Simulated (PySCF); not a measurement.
Species: C3H2ClN.
Atom-mapped SMILES: `[N:1]#[C:2]/[CH:3]=[CH:4]\[Cl:5]` (hydrogens: H6 on C3; H7 on C4)

Computed, not measured: PBE0-D3(BJ)/def2-SVP geometry optimisation, gas phase (PySCF).

(1) Give the optimised bond lengths and angles.

Results:

(1) 
```
  bond  length (Å)
 N1≡C2       1.160
 C2–C3       1.423
 C3=C4       1.342
C4–Cl5       1.705
 C3–H6       1.094
 C4–H7       1.092
```

A selection of angles:
```
    angle  degrees
 N1–C2–C3    178.4
 C2–C3–C4    124.4
 C2–C3–H6    117.2
 C4–C3–H6    118.4
C3–C4–Cl5    124.3
 C3–C4–H7    121.2
Cl5–C4–H7    114.5
```

Dihedral angles: C2–C3–C4–Cl5 0° (synperiplanar).

The 5 heavy atoms lie in one plane (0.000 Å rms). The 2 C–C bonds span 1.342 Å (C3=C4, drawn double) to 1.423 Å (C2–C3, drawn single), a spread of 0.081 Å.

Point group: Cs (every atom within 0.08 Å of its image). Whether it is a minimum is left open (no frequencies).

The run took 10 s wall on one thread, Arm Neoverse V1, no GPU, shared host. That covers the optimisation of the geometry.
